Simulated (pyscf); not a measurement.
# Four-centre exchange: silylamine (H₂N–SiH₃) + hydrogen (H₂) → silylamine (H₂N–SiH₃) + hydrogen (H₂)

Gas phase, singlet surface, charge 0. Bonds broken: Si2–H8, H5–H9. Bonds formed: Si2–H5, H8–H9. Single points on ωB97X-D3(BJ)/def2-SVP structures (PySCF, gas phase).

Transition state (Å):

```xyz
9

N      0.5655    -0.1011    -0.5323
Si    -0.5575    -0.0336     0.7617
H      1.4888    -0.5003    -0.3995
H      0.3963     0.2573    -1.4657
H     -1.3156     1.2897    -0.0817
H      0.3310    -0.6517     1.8155
H     -1.8705    -0.7285     0.8164
H     -1.0124     1.1679     1.9647
H     -1.2099     1.4720     1.0189
```

One imaginary mode, 1593i cm⁻¹; descent along it reached the two sides named.

| bond | change | reactant side (Å) | saddle | product side |
|---|---|---|---|---|
| Si2–H8 | breaks | 1.500 | 1.760 | 3.2 |
| H5–H9 | breaks | 0.760 | 1.121 | 2.9 |
| Si2–H5 | forms | 3.5 | 1.743 | 1.492 |
| H8–H9 | forms | 3.0 | 1.013 | 0.760 |

Electronic energies relative to the separated reactants (kcal/mol):

```json
[
 {"level": "ωB97X-D3(BJ)/def2-TZVP", "barrier": "59.1", "reaction energy": "0.0", "reverse barrier": "59.1"},
 {"level": "PBE/def2-TZVP", "barrier": "51.0", "reaction energy": "0.0", "reverse barrier": "51.0"},
 {"level": "r²SCAN/def2-TZVP", "barrier": "53.7", "reaction energy": "0.0", "reverse barrier": "53.7"},
 {"level": "B3LYP-D3(BJ)/def2-TZVP", "barrier": "57.9", "reaction energy": "0.0", "reverse barrier": "57.9"},
 {"level": "PBE0-D3(BJ)/def2-TZVP", "barrier": "53.6", "reaction energy": "0.0", "reverse barrier": "53.6"},
 {"level": "M06-2X/def2-TZVP", "barrier": "61.1", "reaction energy": "0.0", "reverse barrier": "61.1"},
 {"level": "ωB97M-D3(BJ)/def2-TZVP", "barrier": "58.1", "reaction energy": "0.0", "reverse barrier": "58.1"},
 {"level": "HF/def2-TZVP", "barrier": "75.0", "reaction energy": "0.0", "reverse barrier": "75.0"}
]
```

With ωB97M-D3(BJ)/def2-TZVP energies and thermal terms (ideal gas, 1 atm, RRHO with modes under 100 cm⁻¹ raised to 100, one conformer, R ln 2 for chiral ones without a mode under 150 cm⁻¹), in kcal/mol:

```tsv
T (K)	ΔH‡	ΔG‡	ΔH	ΔG
298	58.8	67.3	0.0	0.0
600	57.7	76.5	0.0	0.0
900	57.5	85.9	0.0	0.0
1200	57.6	95.4	0.0	0.0
```

At the saddle there is also a short H–Si contact that neither side keeps. The same reactants have a lower exit, to SiH₄ + NH₃ (barrier +46.8 kcal/mol at ωB97M-D3(BJ)/def2-TZVP, against +58.1 kcal/mol here). This is the saddle that the search found; another between the same sides may lie lower.
